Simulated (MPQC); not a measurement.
# A workflow on singlet CH3O+

Wanted: a series of 9 runs (MP2/def2-SVP, ZAPT2/def2-SVPD, MP2/def2-SVPD, ZAPT2/def2-TZVP, MP2/def2-TZVP, ZAPT2/def2-TZVPD, MP2/def2-TZVPD, ZAPT2/def2-TZVPPD, and more) of CH3O. 

Program for the calculation: MPQC 2.3.1.

**1. The structure to begin with**

CH3O+ has 5 atoms, charge +1, and is taken as a singlet. SMILES of the parent species: `[CH2]O`. The shape is that of a PBE0-D4/def2-TZVP optimisation. This is one conformer, not always the lowest. That shape belongs to the parent species and isn't relaxed for this state.

Bond lengths: C1–O2 1.357 Å, C1–H3 1.080 Å, C1–H4 1.084 Å, O2–H5 0.960 Å. Angles: C1–O2–H5 109.6°, O2–C1–H3 113.9°, O2–C1–H4 119.2°, H3–C1–H4 121.2°.

**2. A single-point energy at MP2/def2-SVP (run 1)**

Contents of job.in:

```
molecule<Molecule>: (
    symmetry = c1
    unit = angstrom
    { atoms geometry } = {
        C  [ -0.327200      -0.313600       0.020200 ]
        O  [ 0.269400       0.900700       0.120200 ]
        H  [ -1.375200      -0.266500      -0.236200 ]
        H  [ 0.274300      -1.179600      -0.230000 ]
        H  [ 1.208500       0.785300       0.284400 ]
    }
)
basis<GaussianBasisSet>: (
    name = "def2-SVP"
    molecule = $:molecule
    basisdir = "."
    puream = yes
)
mpqc: (
    checkpoint = no
    savestate = no
    restart = no
    do_energy = yes
    do_gradient = no
    optimize = no
    mole<MBPT2>: (
        molecule = $:molecule
        basis = $:basis
        memory = 1000000000
        method = mp
        nfzc = 2
        reference<CLHF>: (
            molecule = $:molecule
            basis = $:basis
            total_charge = 1
            memory = 1000000000
            print_evals = yes
            maxiter = 70
            value_accuracy = 1e-08
            guess_wavefunction<CLHF>: (
                molecule = $:molecule
                total_charge = 1
                memory = 1000000000
                value_accuracy = 1e-3
                basis<GaussianBasisSet>: (
                    name = "MINI (Huzinaga)"
                    molecule = $:molecule
                )
            )
        )
    )
)
```

The basis set def2-SVP is read from a file made from the Basis Set Exchange's data (not shown).

Started as:

```bash
$ mpqc job.in > job.out
```

Standard output:

```text
MPQC: Massively Parallel Quantum Chemistry
[...]
  LUMO is     9   A =  -0.234779
  total scf energy = -114.0450194108
[...]
  MP2 correlation energy [au]:         -0.312337333614
  MP2 energy [au]:                   -114.357356744373
Value of the MolecularEnergy: -114.3573567444
[...]
        symmetry = c1
[...]
```

It took 1.2 s on 1 thread of Arm Neoverse V1, shared host.

**3. Doublet neutral CH3O: a single-point energy at ZAPT2/def2-SVPD (run 2)**

Changes to job.in since step 2:

```diff
@@ -12,3 +12,3 @@
 basis<GaussianBasisSet>: (
-    name = "def2-SVP"
+    name = "def2-SVPD"
     molecule = $:molecule
@@ -28,8 +28,9 @@
         memory = 1000000000
-        method = mp
+        method = zapt
         nfzc = 2
-        reference<CLHF>: (
+        reference<HSOSHF>: (
             molecule = $:molecule
             basis = $:basis
-            total_charge = 1
+            total_charge = 0
+            multiplicity = 2
             memory = 1000000000
@@ -38,5 +39,6 @@
             value_accuracy = 1e-08
-            guess_wavefunction<CLHF>: (
+            guess_wavefunction<HSOSHF>: (
                 molecule = $:molecule
-                total_charge = 1
+                total_charge = 0
+                multiplicity = 2
                 memory = 1000000000
```

The basis set def2-SVPD is read from a file made from the Basis Set Exchange's data (not shown).

Started as:

```bash
$ mpqc job.in > job.out
```

Standard output:

```text
MPQC: Massively Parallel Quantum Chemistry
[...]
   npass  rest  nbasis  nshell  nfuncmax  ndocc  nsocc  nvir  nfzc  nfzv
[...]
  LUMO is    10   A =   0.095127
  total scf energy = -114.3339982462
[...]
Value of the MolecularEnergy: -114.6617796649
[...]
        symmetry = c1
[...]
```

Run time: 8.1 s. Hardware: 1 thread of Arm Neoverse V1, shared host; peak memory 0.49 GiB.

**4. The energy at MP2/def2-SVPD (run 3)**

Changes to job.in since step 3:

```diff
@@ -28,9 +28,8 @@
         memory = 1000000000
-        method = zapt
+        method = mp
         nfzc = 2
-        reference<HSOSHF>: (
+        reference<CLHF>: (
             molecule = $:molecule
             basis = $:basis
-            total_charge = 0
-            multiplicity = 2
+            total_charge = 1
             memory = 1000000000
@@ -39,6 +38,5 @@
             value_accuracy = 1e-08
-            guess_wavefunction<HSOSHF>: (
+            guess_wavefunction<CLHF>: (
                 molecule = $:molecule
-                total_charge = 0
-                multiplicity = 2
+                total_charge = 1
                 memory = 1000000000
```

The basis set def2-SVPD is read from a file made from the Basis Set Exchange's data (not shown).

Started as:

```bash
$ mpqc job.in > job.out
```

Standard output:

```text
MPQC: Massively Parallel Quantum Chemistry
[...]
  LUMO is     9   A =  -0.237101
  total scf energy = -114.0522945455
[...]
  MP2 correlation energy [au]:         -0.322428512639
  MP2 energy [au]:                   -114.374723058109
Value of the MolecularEnergy: -114.3747230581
[...]
        symmetry = c1
[...]
```

Run time: 6.6 s. Hardware: 1 thread of Arm Neoverse V1, shared host; peak memory 0.39 GiB.

Runs 4 to 8 aren't shown in full; the table further down has their settings and results.

**5. The energy at MP2/def2-TZVPPD (run 9)**

Changes to job.in since step 4:

```diff
@@ -12,3 +12,3 @@
 basis<GaussianBasisSet>: (
-    name = "def2-SVPD"
+    name = "def2-TZVPPD"
     molecule = $:molecule
```

The basis set def2-TZVPPD is read from a file made from the Basis Set Exchange's data (not shown).

Started as:

```bash
$ mpqc job.in > job.out
```

Standard output:

```text
MPQC: Massively Parallel Quantum Chemistry
[...]
  LUMO is     9   A =  -0.234265
  total scf energy = -114.1863271299
[...]
  MP2 correlation energy [au]:         -0.386885608453
  MP2 energy [au]:                   -114.573212738401
Value of the MolecularEnergy: -114.5732127384
[...]
        symmetry = c1
[...]
```

It took 52 s on 1 thread of Arm Neoverse V1, shared host; peak memory 0.5 GiB.

**6. The series**

| run | level | partner | energy (Eh) | HOMO energy (eV) | LUMO energy (eV) | HOMO–LUMO gap (eV) | wall time |
| --- | --- | --- | --- | --- | --- | --- | --- |
| 1 | MP2/def2-SVP | cation | -114.357357 | -23.33 | -6.39 | 16.94 | 1.2 s |
| 2 | ZAPT2/def2-SVPD | base | -114.661780 | – | – | – | 8.1 s |
| 3 | MP2/def2-SVPD | cation | -114.374723 | -23.35 | -6.45 | 16.90 | 6.6 s |
| 4 | ZAPT2/def2-TZVP | base | -114.848229 | – | – | – | 16 s |
| 5 | MP2/def2-TZVP | cation | -114.561903 | -23.26 | -6.35 | 16.92 | 15 s |
| 6 | ZAPT2/def2-TZVPD | base | -114.852726 | – | – | – | 35 s |
| 7 | MP2/def2-TZVPD | cation | -114.564253 | -23.27 | -6.38 | 16.89 | 32 s |
| 8 | ZAPT2/def2-TZVPPD | base | -114.862559 | – | – | – | 63 s |
| 9 | MP2/def2-TZVPPD | cation | -114.573213 | -23.26 | -6.37 | 16.89 | 52 s |

Convergence of the total energy of doublet CH3O with the basis set, against the last point:

```
  basis set  from the last (mEh)  wall time
  def2-SVPD             +200.779      8.1 s
  def2-TZVP              +14.329       16 s
 def2-TZVPD               +9.832       35 s
def2-TZVPPD               +0.000       63 s
```

Convergence of the correlation energy (2 core orbitals frozen) of doublet CH3O with the basis set, against the last point:

```csv
basis set,from the last (mEh),wall time
def2-SVPD,+70.029,8.1 s
def2-TZVP,+10.965,16 s
def2-TZVPD,+7.858,35 s
def2-TZVPPD,+0.000,63 s
```

**7. Results**

```
                                                           quantity          value
                               run 9, MP2/def2-TZVPPD: total energy  -114.57321 Eh
        run 9, MP2/def2-TZVPPD: HOMO energy (Hartree–Fock orbitals)      -23.26 eV
        run 9, MP2/def2-TZVPPD: LUMO energy (Hartree–Fock orbitals)       -6.37 eV
      run 9, MP2/def2-TZVPPD: HOMO–LUMO gap (Hartree–Fock orbitals)       16.89 eV
run 9, MP2/def2-TZVPPD: correlation energy (2 core orbitals frozen)     -386.9 mEh
```

All runs together took 3.8 min, the longest 63 s.
